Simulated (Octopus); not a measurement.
# SiH2S (SMILES [SiH]S): a chain of runs

Wanted: energy and forces (PZ81 LDA), then energy and forces (PZ81 LDA), then energy and forces (PZ81 LDA), then energy and gradient (PZ81 LDA), then energy and gradient (PZ81 LDA) of SiH2S. The setting varied is the grid spacing. 

The results are computed with Octopus 16.4.

9 further runs of the same task are left out: 9 set aside as unsound or not needed.

### Step 1. Starting point

SiH2S has 4 atoms, charge 0, and is taken as a singlet. As SMILES, `[SiH]S`. The coordinates come from a PBE0-D4/def2-TZVP relaxation.

Bond lengths: Si1–S2 2.115 Å, Si1–H3 1.525 Å, S2–H4 1.346 Å. Angles: Si1–S2–H4 97.5°, S2–Si1–H3 89.3°.

### Step 2. Energy and gradient at PZ81 LDA (scalar, in the pseudopotentials, hscv_lda potentials, box margin 4.5 angstrom, extra states 0, grid spacing 0.195 angstrom, mix field default) (run 4)

Run with:

```bash
$ OMP_NUM_THREADS=1 octopus > gs.log
```

The log of the run:

```text
Version                : 16.4
[... 13 lines left out ...]
** Warning:
[... 19 lines left out ...]
** Warning:
[... 135 lines left out ...]
Converged eigenvectors: 0
#  State  Eigenvalue [eV]  Occupation    Error
[... 10 lines left out ...]
Converged eigenvectors: 0
#  State  Eigenvalue [eV]  Occupation    Error
[... 62 lines left out ...]
Converged eigenvectors: 0
#  State  Eigenvalue [eV]  Occupation    Error
[... 11 lines left out ...]
Converged eigenvectors: 0
#  State  Eigenvalue [eV]  Occupation    Error
[... 7 lines left out ...]
Info: SCF converged in   21 iterations
[... 1 line left out ...]
**   Some of the states are not fully converged!
[... 1 line left out ...]
Octopus emitted 6 warnings.
```

Run time: 7.8 s. Hardware: 1 thread of Intel Xeon 6975P-C (Granite Rapids), shared host; peak memory 0.089 GiB.

### Step 3. Energy and gradient at PZ81 LDA (scalar, in the pseudopotentials, hscv_lda potentials, box margin 4.5 angstrom, extra states 0, grid spacing 0.172 angstrom, mix field default) (run 5)

Run with:

```bash
$ OMP_NUM_THREADS=1 octopus > gs.log
```

The log of the run:

```text
Version                : 16.4
[... 13 lines left out ...]
** Warning:
[... 19 lines left out ...]
** Warning:
[... 135 lines left out ...]
Converged eigenvectors: 0
#  State  Eigenvalue [eV]  Occupation    Error
[... 10 lines left out ...]
Converged eigenvectors: 0
#  State  Eigenvalue [eV]  Occupation    Error
[... 56 lines left out ...]
Converged eigenvectors: 0
#  State  Eigenvalue [eV]  Occupation    Error
[... 10 lines left out ...]
Converged eigenvectors: 0
#  State  Eigenvalue [eV]  Occupation    Error
[... 7 lines left out ...]
Info: SCF converged in   19 iterations
[... 1 line left out ...]
**   Some of the states are not fully converged!
[... 1 line left out ...]
Octopus emitted 6 warnings.
```

It took 11 s on 1 thread of Intel Xeon 6975P-C (Granite Rapids), shared host; peak memory 0.12 GiB.

Run 6 isn't shown in full; the table further down has it.

### Step 4. Energy and gradient at PZ81 LDA (scalar, in the pseudopotentials, hscv_lda potentials, box margin 4.5 angstrom, extra states 0, grid spacing 0.132 angstrom, mix field default) (run 7)

Run with:

```bash
$ OMP_NUM_THREADS=1 octopus > gs.log
```

The log of the run:

```text
Version                : 16.4
[... 13 lines left out ...]
** Warning:
[... 19 lines left out ...]
** Warning:
[... 135 lines left out ...]
Converged eigenvectors: 0
#  State  Eigenvalue [eV]  Occupation    Error
[... 10 lines left out ...]
Converged eigenvectors: 0
#  State  Eigenvalue [eV]  Occupation    Error
[... 83 lines left out ...]
Converged eigenvectors: 0
#  State  Eigenvalue [eV]  Occupation    Error
[... 10 lines left out ...]
Converged eigenvectors: 1
#  State  Eigenvalue [eV]  Occupation    Error
[... 7 lines left out ...]
Info: SCF converged in   28 iterations
[... 1 line left out ...]
**   Some of the states are not fully converged!
[... 1 line left out ...]
Octopus emitted 6 warnings.
```

Run time: 40 s. Hardware: 1 thread of Intel Xeon 6975P-C (Granite Rapids), shared host; peak memory 0.23 GiB.

### Step 5. Energy and gradient at PZ81 LDA (scalar, in the pseudopotentials, hscv_lda potentials, box margin 4.5 angstrom, extra states 0, grid spacing 0.117 angstrom, mix field default) (run 8)

Run with:

```bash
$ OMP_NUM_THREADS=1 octopus > gs.log
```

The log of the run:

```text
Version                : 16.4
[... 13 lines left out ...]
** Warning:
[... 19 lines left out ...]
** Warning:
[... 135 lines left out ...]
Converged eigenvectors: 0
#  State  Eigenvalue [eV]  Occupation    Error
[... 10 lines left out ...]
Converged eigenvectors: 0
#  State  Eigenvalue [eV]  Occupation    Error
[... 86 lines left out ...]
Converged eigenvectors: 0
#  State  Eigenvalue [eV]  Occupation    Error
[... 10 lines left out ...]
Converged eigenvectors: 0
#  State  Eigenvalue [eV]  Occupation    Error
[... 7 lines left out ...]
Info: SCF converged in   29 iterations
[... 1 line left out ...]
**   Some of the states are not fully converged!
[... 1 line left out ...]
Octopus emitted 6 warnings.
```

Run time: 65 s. Hardware: 1 thread of Intel Xeon 6975P-C (Granite Rapids), shared host; peak memory 0.3 GiB.

### Step 6. Overview of the runs

| run | level | grid spacing | sweep point | energy (Eh) | dipole moment (D) | HOMO energy (eV) | largest force (eV/Å) | wall time |
| --- | --- | --- | --- | --- | --- | --- | --- | --- |
| 4 | PZ81 LDA (scalar, in the pseudopotentials, hscv_lda potentials, box margin 4.5 angstrom, extra states 0, grid spacing 0.195 angstrom, mix field default) | 0.195 | 4 | -15.299587 | 0.64 | -5.92 | 0.485 | 7.8 s |
| 5 | PZ81 LDA (scalar, in the pseudopotentials, hscv_lda potentials, box margin 4.5 angstrom, extra states 0, grid spacing 0.172 angstrom, mix field default) | 0.172 | 5 | -15.300447 | 0.64 | -5.92 | 0.473 | 11 s |
| 6 | PZ81 LDA (scalar, in the pseudopotentials, hscv_lda potentials, box margin 4.5 angstrom, extra states 0, grid spacing 0.15 angstrom, mix field default) | 0.15 | 6 | -15.300379 | 0.64 | -5.92 | 0.472 | 18 s |
| 7 | PZ81 LDA (scalar, in the pseudopotentials, hscv_lda potentials, box margin 4.5 angstrom, extra states 0, grid spacing 0.132 angstrom, mix field default) | 0.132 | 7 | -15.301421 | 0.64 | -5.92 | 0.475 | 40 s |
| 8 | PZ81 LDA (scalar, in the pseudopotentials, hscv_lda potentials, box margin 4.5 angstrom, extra states 0, grid spacing 0.117 angstrom, mix field default) | 0.117 | 8 | -15.301244 | 0.64 | -5.92 | 0.474 | 65 s |

Convergence of the total energy of singlet SiH2S with the grid spacing, against the last point:

| grid spacing | from the last (mEh) | wall time |
| --- | --- | --- |
| 0.195 Å | +1.657 | 7.8 s |
| 0.172 Å | +0.797 | 11 s |
| 0.15 Å | +0.865 | 18 s |
| 0.132 Å | -0.178 | 40 s |
| 0.117 Å | +0.000 | 65 s |

Convergence of the largest force on an atom of singlet SiH2S with the grid spacing, against the last point:

| grid spacing | from the last (eV/Å) | wall time |
| --- | --- | --- |
| 0.195 Å | +0.01031 | 7.8 s |
| 0.172 Å | -0.00123 | 11 s |
| 0.15 Å | -0.00242 | 18 s |
| 0.132 Å | +0.00057 | 40 s |
| 0.117 Å | +0.00000 | 65 s |

### Step 7. Summary of results

| quantity | value |
| --- | --- |
| run 8, PZ81 LDA: total energy | -15.30124 Eh |
| run 8, PZ81 LDA: dipole moment | 0.64 D |
| run 8, PZ81 LDA: HOMO energy | -5.92 eV |
| run 8, PZ81 LDA: largest force on an atom | 0.474 eV/Å |

**Reading.** For the total energy of singlet SiH2S to stay within 1 mEh of the last point, 0.172 Å is the first point of the series from which all later ones do (11 s against 65 s). For the largest force on an atom of singlet SiH2S to stay within 0.01 eV/Å of the last point, 0.172 Å is the first point of the series from which all later ones do (11 s against 65 s). For the largest force on an atom of singlet SiH2S to stay within 0.001 eV/Å of the last point, 0.132 Å is the first point of the series from which all later ones do (40 s against 65 s). Over the runs the total energy spans 0.050 eV. All runs together took 2.4 min, the longest 65 s.
